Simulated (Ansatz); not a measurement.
Correlation energies of F2HSi (`F[SiH]F`) radical by basis set

```xyz
4

F     0.809    0.415    1.166
Si    0.295   -0.243   -0.190
F    -0.231    0.939   -1.118
H    -0.873   -1.111    0.142
```

Charge 0, multiplicity 2. Geometry: relaxed with PBE0-D4/def2-TZVP. Frozen core, unrestricted reference, Ansatz 0.2.0. CBS rows extrapolate triple and quadruple zeta.

```csv
basis,HF (Eh),MP2 corr.,CCSD corr.,(T),CCSD(T) total
def2-SVP,-488.20673,-0.44806,-0.46151,-0.00700,-488.67524
def2-TZVPP,-488.58456,-0.59669,?,-0.01722,?
def2-QZVPP,-488.60425,-0.65405,-0.65887,-0.02091,-489.28403
CBS(def2),-488.60696,-0.69654,?,-0.02365,?
cc-pV(D+d)Z,-488.47413,-0.45224,-0.46523,-0.00761,-488.94697
cc-pV(T+d)Z,-488.57576,-0.60067,?,-0.01767,?
cc-pV(Q+d)Z,-488.60013,-0.65640,-0.66116,-0.02092,-489.28221
CBS(cc),-488.60748,-0.69607,-0.69820,?,?
```

Fill in the withheld values. (An estimate is asked.)

The calculation gave: def2-TZVPP CCSD corr.: -0.60643; def2-TZVPP CCSD(T) total: -489.20821; CBS(def2) CCSD corr.: -0.69772; CBS(def2) CCSD(T) total: -489.32833; cc-pV(T+d)Z CCSD corr.: -0.60913; cc-pV(T+d)Z CCSD(T) total: -489.20256; CBS(cc) (T): -0.02323; CBS(cc) CCSD(T) total: -489.32891.
